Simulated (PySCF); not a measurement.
Molecule: `NN`, H4N2.

Geometry (Å), atoms numbered from 1 in this order:
```xyz
6

N    -0.6891   -0.1578    0.2493
N     0.6992    0.1639    0.2193
H    -1.2019    0.7015    0.4245
H    -1.0259   -0.5595   -0.6280
H     1.2195   -0.6915    0.3924
H     1.0014    0.5454   -0.6791
```

Frames of a GFN2-xTB Langevin trajectory at 300 K; GIAO PBE0/pcSseg-1 shieldings in PySCF, gas phase, non-relativistic; equivalent atoms averaged within each frame.

Scale: 15N (σ = 267.73 ppm) against NH3; 1H (σ = 31.72 ppm) against TMS (reference shieldings calculated alike). The references are static minima.

How do the shifts (ppm) fluctuate along the trajectory?

Results:


```csv
time (fs),N1/N2,H3/H4/H5/H6
optimised geometry,68.7,2.60
250,72.4,3.05
425,66.7,2.40
625,58.8,2.15
800,72.7,3.00
1000,75.2,2.75
mean of frames,69.2,2.67
standard deviation,6.6,0.39
```

5 frames give an uncertainty of the mean of about the standard deviation over 2.2 at best, since frames this close in time may not be independent; classical motion lacks zero-point vibration, and the reference would need the same averaging.
